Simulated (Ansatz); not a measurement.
Basis-set extrapolation for C$_{4}$H$_{6}$O, SMILES `C=CCC=O` (PBE0-D4/def2-TZVP geometry, frozen core, Ansatz). Multiplicity 1, RHF reference.

```csv
,def2-TZVPP,def2-QZVPP
HF,-229.886416,-229.896819
MP2 correlation,-0.877335,-0.937145
CCSD(T) correlation,-0.951388,not run
```

Energies in hartree. Use E(X) = E(∞) + A·exp(−7.88·√X) for Hartree–Fock and E(X) = E(∞) + B·X^(−2.97) for correlation, with X = 3 and 4, and add CCSD(T) minus MP2 of the smaller set to the MP2 limit.

Q: What is the CCSD(T) energy at the basis-set limit?

A: HF limit: -229.896819 + (-0.010403) × 0.13774 = -229.89825. MP2 limit: -0.937145 + (-0.059810) × 0.74074 = -0.98145. Higher-order term: -0.951388 − (-0.877335) = -0.07405. Total: -230.95375 hartree, 72.8 kcal/mol below CCSD(T)/def2-TZVPP.
